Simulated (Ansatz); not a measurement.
The input, for Ansatz 0.2.0:

```yaml
crystal:
  periodic: [false, false, false]
  atoms:
    - {symbol: B, position_ang: [0.000000, 0.000000, 0.115089]}
    - {symbol: B, position_ang: [0.000000, 0.000000, -1.407623]}
    - {symbol: H, position_ang: [0.000000, 0.000000, 1.292533]}
basis:
  gaussian: {orbitals: STO-3G, fitting: {mean_field: def2-universal-jkfit}}
magnetization: {spin_polarized: false, initial_magnetization: 3}
correlation: {method: fic_mrcisd_q, electrons: valence, active_space: {window: {electrons: 5, orbitals: 4}}}
accuracy: high
```

```sh
$ ansatz run in.yaml --threads 1 --pin off --events-out ev --progress --plain --max-ram 2393MiB
```

(1) Roughly how long does this take on 1 thread of Arm Neoverse V2, shared host, and how much host memory?

```
168 factors; integrals over basis functions are off by at most 3.1e-3 eV
mean field evaluation 1: about -1334.7212 eV, gradient 9.6e0 eV
mean field evaluation 2: about -1335.9665 eV, gradient 3.9e0 eV
mean field evaluation 4: about -1336.2343 eV, gradient 7.7e-1 eV
mean field evaluation 8: about -1336.2462 eV, gradient 7.3e-9 eV
mean field evaluation 16: about -1336.2444 eV, gradient 1.2e-1 eV
mean field -1336.24620252 eV, -49.1061422026 hartree, gradient 7.3e-9 eV, S^2 3.750000; 2 other end points of the search recorded, 0 dependent functions left out
reference -1336.24620252 eV, -49.1061422026 hartree; 7, 4 occupied and 4, 7 virtual orbitals, 168 factors
state -1336.24620252 eV, -49.1061422026 hartree
contracted CI cycle   1: correlation 0.00000000 eV, 0.0000000000 hartree, residual 8.83e0 eV
contracted CI cycle   2: correlation -1.92954591 eV, -0.0709095042 hartree, residual 1.69e0 eV
contracted CI cycle   3: correlation -2.02412209 eV, -0.0743851149 hartree, residual 5.15e-1 eV
contracted CI cycle   4: correlation -2.03245143 eV, -0.0746912123 hartree, residual 2.17e-1 eV
contracted CI cycle   5: correlation -2.03386708 eV, -0.0747432365 hartree, residual 7.93e-2 eV
contracted CI cycle   6: correlation -2.03404363 eV, -0.0747497248 hartree, residual 2.25e-2 eV
contracted CI cycle   7: correlation -2.03405899 eV, -0.0747502890 hartree, residual 7.52e-3 eV
contracted CI cycle   8: correlation -2.03406052 eV, -0.0747503453 hartree, residual 2.11e-3 eV
contracted CI cycle   9: correlation -2.03406064 eV, -0.0747503499 hartree, residual 5.53e-4 eV
contracted CI cycle  10: correlation -2.03406065 eV, -0.0747503503 hartree, residual 1.54e-4 eV
contracted CI cycle  11: correlation -2.03406065 eV, -0.0747503503 hartree, residual 5.43e-5 eV
contracted CI cycle  12: correlation -2.03406065 eV, -0.0747503503 hartree, residual 1.26e-5 eV
contracted CI cycle  13: correlation -2.03406065 eV, -0.0747503503 hartree, residual 3.17e-6 eV
contracted CI cycle  14: correlation -2.03406065 eV, -0.0747503503 hartree, residual 6.74e-7 eV
state -1336.24620252 eV, -49.1061422026 hartree; corrected -1338.41319662 eV, -49.1857777666 hartree
WARN: 1 active orbitals are nearly empty or full. The corrections depend on them more than the energy does, and are more stable in an active space without them
Total energy: -1338.41319662 eV, -49.1857777666 hartree
```

## Answers

(1) 0.3 s wall and 0.07 GiB.
